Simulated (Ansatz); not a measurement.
The first iterations of a band of CH5B + ClH (9 atoms, charge 0, multiplicity 1).

Computed with RKS B3LYP-D4/6-31G* in Ansatz.

| Item | Value |
| --- | --- |
| movable images | 5 |
| climbing image | yes |
| spring | 5.0 eV/Å² |
| optimiser | quadratic models (default) |
| start path | through a guess of the saddle point |
| force threshold | 0.5 eV/Å |
| iteration limit | 60 |
| end points | relaxed |

Initial state:

```xyz
9
Properties=species:S:1:pos:R:3
B 0.022 0.147 0.278
C 0.058 0.374 1.829
H -0.875 0.137 2.353
H 0.903 -0.101 2.342
H 0.206 1.462 1.955
H 1.038 0.018 -0.342
H -1.001 0.261 -0.333
Cl -0.315 -2.742 0.399
H -0.471 -2.743 1.680
```

Final state:

```xyz
9
Properties=species:S:1:pos:R:3
B -0.075 -0.624 -0.735
C -0.013 -0.012 2.622
H -0.889 0.285 3.204
H 0.877 0.007 3.256
H 0.122 0.688 1.791
H 1.030 -0.185 -0.755
H -1.056 0.047 -0.745
Cl -0.268 -2.367 -0.716
H -0.161 -1.025 2.237
```

| iteration | highest image above the first end (eV) | largest band force component (eV/Å) |
| --- | --- | --- |
| 1 | 3.548 | 8.346 |
| 2 | 1.948 | 2.486 |
| 3 | 1.504 | 2.118 |
| 4 | 0.918 | 1.949 |

Q: Does the band converge within its limit, and where does its top end?

A: The forces met the threshold. It ended after 12 iterations with the highest image 0.751 eV above the first end. The threshold of 0.5 eV/Å is loose, so the images may lie well off the minimum-energy path. The order of the point at the top wasn't checked. The orbitals stay closed-shell, which can raise the energy where a bond breaks towards radicals; this wasn't checked here.

Run time: 2.2 min on 1 thread of Arm Neoverse V1 (shared host), peak memory 0.12 GiB.
